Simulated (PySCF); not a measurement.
Gas-phase reaction: 2 (CH3)3SiH + 4 F = 2 SiHF2 + C3H6 (propylene) + 3 CH4

Method: PySCF energies plus ideal-gas RRHO corrections (1 bar). † marks an energy on the PBE0/def2-TZVP geometry and frequencies. CCSD(T) freezes the core. Open shells (unrestricted): F (multiplicity 2, electronic degeneracy 6), SiHF2 (multiplicity 2); the rest are closed-shell singlets. Spin-orbit splitting is ignored; it lowers the true energy and changes the entropy of F. SiHF2: computed as isolated molecules; such fragments, hydroxides, amides, oligomers or adducts are transient or little studied in the gas. CCSD(T) isn't extrapolated to the basis-set limit. The harmonic model lacks anharmonicity and excited electronic states, which grow with temperature; levels with a mode under 35 cm⁻¹ are left out. Internal rotation in (CH3)3SiH, C3H6 (propylene) is treated as a harmonic vibration of one conformer, which makes the entropy rough.

ΔH° and ΔS° at 298 K: CCSD(T)/def2-SVP† -1240 kJ, 62 J/K; HF/def2-TZVP† -1020 kJ, 62 J/K; M06-2X/def2-TZVP† -1398 kJ, 62 J/K; PBE/def2-TZVP† -1447 kJ, 62 J/K; PBE0/def2-SVP† -1266 kJ, 62 J/K.

Q: With the heat capacities included, give log10 K (1 bar) at 500, 600, 1000, 1800, 2000 K from CCSD(T)/def2-SVP†, HF/def2-TZVP†, M06-2X/def2-TZVP†, PBE/def2-TZVP†, PBE0/def2-SVP†.

A: 
```
T (K)  CCSD(T)/def2-SVP†  HF/def2-TZVP†  M06-2X/def2-TZVP†  PBE/def2-TZVP†  PBE0/def2-SVP†
-----  -----------------  -------------  -----------------  --------------  --------------
500                132.5          109.4              149.0           154.1           135.2
600                110.6           91.4              124.4           128.6           112.9
1000                66.5           55.0               74.7            77.3            67.8
1800                36.3           29.9               40.9            42.3            37.0
2000                32.4           26.7               36.5            37.8            33.1
```
